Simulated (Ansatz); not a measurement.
The cation of AlH$_{4}$NO (`[NH2][AlH][OH]`) at the neutral geometry.

```yaml
crystal:
  periodic: [false, false, false]
  atoms:
    - {symbol: N, position_ang: [-1.150270, 0.345954, -0.568743]}
    - {symbol: Al, position_ang: [0.330576, 0.149113, 0.362572]}
    - {symbol: O, position_ang: [1.304554, -1.187509, -0.020806]}
    - {symbol: H, position_ang: [-1.457678, -0.270110, -1.303289]}
    - {symbol: H, position_ang: [-1.808466, 1.095637, -0.436936]}
    - {symbol: H, position_ang: [0.716757, 1.179657, 1.495358]}
    - {symbol: H, position_ang: [2.125727, -1.380742, 0.426044]}
basis:
  gaussian: {orbitals: def2-TZVPP}
total_charge: 1
magnetization: {spin_polarized: true, initial_magnetization: 1}
hamiltonian: {xc: pbe0, dispersion: d4}
```

```sh
$ ansatz run in.yaml --threads 2 --pin off --events-out ev --progress --plain --max-ram 32768MiB --backend cpu
```

Output, abridged:

```
Functional definition: PBE0
842 factors; their error is unknown
mean field evaluation 1: about -10158.1453 eV, gradient 8.6e1 eV
mean field evaluation 2: about -10013.1927 eV, gradient 1.7e2 eV
mean field evaluation 4: about -10181.9580 eV, gradient 3.0e1 eV
mean field evaluation 8: about -10186.3949 eV, gradient 4.2e0 eV
mean field evaluation 16: about -10186.5345 eV, gradient 4.8e-3 eV
mean field -10186.53447041 eV, -374.3482371065 hartree, gradient 1.9e-5 eV, S^2 0.758638; 2 other end points of the search recorded, 0 dependent functions left out
reference -10186.53449942 eV, -374.3482381727 hartree; 16, 15 occupied and 144, 145 virtual orbitals, 842 factors
Total energy: -10186.59450923 eV, -374.3504434925 hartree
```

Hardware: 2 threads of a server CPU on a shared host. Wall time 6 s, peak host memory 0.36 GiB.
